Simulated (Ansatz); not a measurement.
Ansatz (an electronic-structure program) job for CH₃O, SMILES C=[OH+], charge +1, B3LYP-D3(BJ)/def2-TZVP. 

Ansatz 0.2 input:
```yaml
crystal:
  periodic: [false, false, false]
  atoms:
    - {symbol: C, position_ang: [0.03619000, -0.61136925, -0.00000000]}
    - {symbol: O, position_ang: [-0.12565324, 0.59972319, -0.00000000]}
    - {symbol: H, position_ang: [-0.86793137, -1.23810180, 0.00000000]}
    - {symbol: H, position_ang: [1.01096933, -1.11768701, 0.00000000]}
    - {symbol: H, position_ang: [0.64504798, 1.22621877, 0.00000000]}
basis:
  gaussian:
    orbitals: def2-TZVP
hamiltonian:
  xc: b3lyp
  dispersion: d3bj
total_charge: 1
relax: {f_tol: 0.002, max_steps: 200}
```

It prints:

```
WARN ansatz: RAYON_NUM_THREADS=1 ignored (pool sized by the plan → 1); use --threads N
Functional definition: B3LYP
integrals: 0.01 GiB planned
463 factors; their error is unknown
mean field: 0.15 GiB planned
mean field evaluation 1: about -3114.1363 eV, gradient 8.2e1 eV
mean field evaluation 2: about -3094.1753 eV, gradient 1.3e2 eV
mean field evaluation 4: about -3124.7176 eV, gradient 6.6e0 eV
mean field evaluation 8: about -3124.7990 eV, gradient 4.5e-2 eV
mean field -3124.79899258 eV, -114.8342449127 hartree, gradient 5.8e-5 eV, S^2 0.000000; 0 other end points of the search recorded, 0 dependent functions left out
the calculation of the forces begins
reference -3124.79915727 eV, -114.8342509647 hartree; 8, 8 occupied and 72, 72 virtual orbitals, 463 factors
relax step   1: F+E_penalty+E_count = -3124.86586993 eV  Δ(F+E_penalty+E_count) = +0.000e0 eV  max|allowed force component| = 1.956e0 eV/Å  Δτ_max = 0.0000 Å  (27 SCF iters, accepted)
these checks for a lower state are left out or cut short: starts, cluster_reference, orbital_swaps, neighbouring_geometries, increment
integrals: 0.01 GiB planned
463 factors; their error is unknown
mean field: 0.15 GiB planned
mean field evaluation 16: about -3124.8334 eV, gradient 1.7e0 eV
mean field -3124.82995474 eV, -114.8353827508 hartree, gradient 7.9e-6 eV, S^2 0.000000; 0 other end points of the search recorded, 0 dependent functions left out
the calculation of the forces begins
reference -3124.83011843 eV, -114.8353887665 hartree; 8, 8 occupied and 72, 72 virtual orbitals, 463 factors
relax step   2: F+E_penalty+E_count = -3124.89690535 eV  Δ(F+E_penalty+E_count) = -3.104e-2 eV  max|allowed force component| = 7.954e-1 eV/Å  Δτ_max = 0.0191 Å  (32 SCF iters, accepted)
these checks for a lower state are left out or cut short: starts, cluster_reference, orbital_swaps, neighbouring_geometries, increment
integrals: 0.01 GiB planned
463 factors; their error is unknown
mean field: 0.15 GiB planned
mean field -3124.84496162 eV, -114.8359342434 hartree, gradient 8.6e-6 eV, S^2 0.000000; 0 other end points of the search recorded, 0 dependent functions left out
the calculation of the forces begins
reference -3124.84512349 eV, -114.8359401921 hartree; 8, 8 occupied and 72, 72 virtual orbitals, 463 factors
relax step   3: F+E_penalty+E_count = -3124.91207754 eV  Δ(F+E_penalty+E_count) = -1.517e-2 eV  max|allowed force component| = 1.436e-1 eV/Å  Δτ_max = 0.0412 Å  (32 SCF iters, accepted)
these checks for a lower state are left out or cut short: starts, cluster_reference, orbital_swaps, neighbouring_geometries, increment
integrals: 0.01 GiB planned
463 factors; their error is unknown
mean field: 0.15 GiB planned
mean field evaluation 32: about -3124.8552 eV, gradient 5.4e-1 eV
mean field -3124.84541979 eV, -114.8359510811 hartree, gradient 8.6e-6 eV, S^2 0.000000; 0 other end points of the search recorded, 0 dependent functions left out
the calculation of the forces begins
reference -3124.84558160 eV, -114.8359570274 hartree; 8, 8 occupied and 72, 72 virtual orbitals, 463 factors
relax step   4: F+E_penalty+E_count = -3124.91252430 eV  Δ(F+E_penalty+E_count) = -4.468e-4 eV  max|allowed force component| = 6.976e-2 eV/Å  Δτ_max = 0.0048 Å  (33 SCF iters, accepted)
these checks for a lower state are left out or cut short: starts, cluster_reference, orbital_swaps, neighbouring_geometries, increment
integrals: 0.01 GiB planned
463 factors; their error is unknown
mean field: 0.16 GiB planned
mean field -3124.84545845 eV, -114.8359525019 hartree, gradient 8.6e-6 eV, S^2 0.000000; 0 other end points of the search recorded, 0 dependent functions left out
the calculation of the forces begins
reference -3124.84562024 eV, -114.8359584473 hartree; 8, 8 occupied and 72, 72 virtual orbitals, 463 factors
relax step   5: F+E_penalty+E_count = -3124.91256933 eV  Δ(F+E_penalty+E_count) = -4.503e-5 eV  max|allowed force component| = 5.073e-3 eV/Å  Δτ_max = 0.0010 Å  (33 SCF iters, accepted)
these checks for a lower state are left out or cut short: starts, cluster_reference, orbital_swaps, neighbouring_geometries, increment
integrals: 0.01 GiB planned
463 factors; their error is unknown
mean field: 0.15 GiB planned
mean field -3124.84545864 eV, -114.8359525085 hartree, gradient 8.6e-6 eV, S^2 0.000000; 0 other end points of the search recorded, 0 dependent functions left out
the calculation of the forces begins
reference -3124.84562041 eV, -114.8359584537 hartree; 8, 8 occupied and 72, 72 virtual orbitals, 463 factors
relax step   6: F+E_penalty+E_count = -3124.91257016 eV  Δ(F+E_penalty+E_count) = -8.335e-7 eV  max|allowed force component| = 4.964e-4 eV/Å  Δτ_max = 0.0002 Å  (33 SCF iters, accepted)
integrals: 0.01 GiB planned
463 factors; their error is unknown
mean field: 0.15 GiB planned
mean field evaluation 64: about -3092.9495 eV, gradient 1.3e2 eV
mean field -3124.84545864 eV, -114.8359525085 hartree, gradient 8.6e-6 eV, S^2 0.000000; 1 other end points of the search recorded, 0 dependent functions left out
the calculation of the forces begins
reference -3124.84562041 eV, -114.8359584537 hartree; 8, 8 occupied and 72, 72 virtual orbitals, 463 factors
Total energy: -3124.91273194 eV, -114.8384247568 hartree
Atom 0 at     0.028222    -0.622974    -0.000000 Å, force     0.000353     0.000489    -0.000000 eV/Å
Atom 1 at    -0.146136     0.609178    -0.000000 Å, force     0.000050     0.000039    -0.000000 eV/Å
Atom 2 at    -0.875940    -1.230991     0.000000 Å, force    -0.000496    -0.000363     0.000000 eV/Å
Atom 3 at     1.027220    -1.063259     0.000000 Å, force     0.000150    -0.000063    -0.000000 eV/Å
Atom 4 at     0.665257     1.166830     0.000000 Å, force    -0.000057    -0.000101     0.000000 eV/Å
Dipole moment:     0.369635    -0.225857     0.000000 e Å
```

Self-consistency was reached.

Cost: very roughly 5 core-seconds.
